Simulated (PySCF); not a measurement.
Dissociation curve of C₃H₄, SMILES C=C=C. The C1–C4 bond (C1 also carries H, H; C4 carries C) is pulled apart rigidly from the PBE0/def2-TZVP optimised geometry.

Level of theory: PySCF with CCSD(T) on UHF/cc-pVDZ, 3 core orbitals frozen.

**Question.** Relative to R = 1.34 Å, what are the energies at R = 1.09, 1.23, 1.42, 2.84 Å?

**Answer.** 106.6 mEh at 1.09 Å, 13.5 mEh at 1.23 Å, 9.0 mEh at 1.42 Å, 292.3 mEh at 2.84 Å.

The unrestricted determinant behind UCCSD(T) is spin-contaminated at 1.34 to 4.50 Å (<S²> up to 2.3, against 0.00 for a pure singlet).
